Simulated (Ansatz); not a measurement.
fcc Sr, treated with PBE (PAW; Ansatz, a quantum-chemistry and plane-wave program).

Numerical settings: plane-wave cutoff 520 eV, 18×18×18 k mesh, Fermi–Dirac smearing 0.038 eV (set by the program), scalar-relativistic PAW data made under PBE.

Cell (measured lattice):

```cif
data_Sr4
_chemical_formula_sum 'Sr4'
_space_group_name_H-M_alt 'Fm-3m'
_space_group_IT_number 225
_space_group_name_Hall '-F 4 2 3'
_cell_length_a 6.08600
_cell_length_b 6.08600
_cell_length_c 6.08600
_cell_angle_alpha 90.000
_cell_angle_beta 90.000
_cell_angle_gamma 90.000
loop_
_atom_site_label
_atom_site_type_symbol
_atom_site_symmetry_multiplicity
_atom_site_Wyckoff_symbol
_atom_site_fract_x
_atom_site_fract_y
_atom_site_fract_z
_atom_site_occupancy
Sr1 Sr 4 a 0.00000 0.00000 0.00000 1
```
(The calculation used a cell of 1 atom; values per cell refer to that cell.)

Problem. Estimate the Voigt–Reuss–Hill bulk modulus, Voigt–Reuss–Hill shear modulus (Hill average), elastic constant C12, elastic constant C11, Young modulus and elastic constant C44 that the calculation returns.

Solution. 
- Voigt–Reuss–Hill bulk modulus: 10.4 GPa
- Voigt–Reuss–Hill shear modulus (Hill average): 5.33 GPa
- elastic constant C12: 8.75 GPa
- elastic constant C11: 13.7 GPa
- Young modulus: 13.7 GPa
- elastic constant C44: 8.84 GPa

Measured, for comparison: elastic constant C11 15 GPa (temperature not stated, no zero-point or thermal correction; as tabulated in Mehl and Papaconstantopoulos (1996), arXiv:mtrl-th/9602003). Computed (rounded) less measured: elastic constant C11 -9 %.

Note: the cell isn't this level's own, so it is under some stress, which shifts stiffness and frequencies.

Elastic constants are with the ions relaxed.

Static lattice: no zero-point or thermal effects.
